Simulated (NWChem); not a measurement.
## Which level was it?

CH6Si: 8 atoms, total charge 0, spin state singlet. As SMILES, `C[SiH3]`. The coordinates come from a PBE0-D4/def2-TZVP relaxation.

```xyz
8

C    -0.1815    0.2397   -0.9403
Si    0.1624   -0.2145    0.8415
H    -1.2405    0.1125   -1.1756
H     0.3955   -0.3914   -1.6198
H     0.0866    1.2807   -1.1339
H    -0.6250    0.6462    1.7654
H     1.6056   -0.0400    1.1599
H    -0.2031   -1.6332    1.1028
```

A calculation with NWChem 7.3.0 gave:

| Item | Value |
| --- | --- |
| total energy | -331.2107 Eh |
| dipole moment | 0.83 D |
| HOMO energy | -8.84 eV |
| LUMO energy | 1.12 eV |
| HOMO–LUMO gap | 9.97 eV |
| largest force | 0.260 eV/Å |

Which of these levels gave the numbers?
A. PBE0/def2-SVP
B. M06-2X/def2-TZVP
C. B3LYP/6-31G* (Cartesian functions)
D. HF/def2-TZVP

C. The others give -330.3199 Eh (HF/def2-TZVP), -330.9035 Eh (PBE0/def2-SVP), -331.1759 Eh (M06-2X/def2-TZVP).
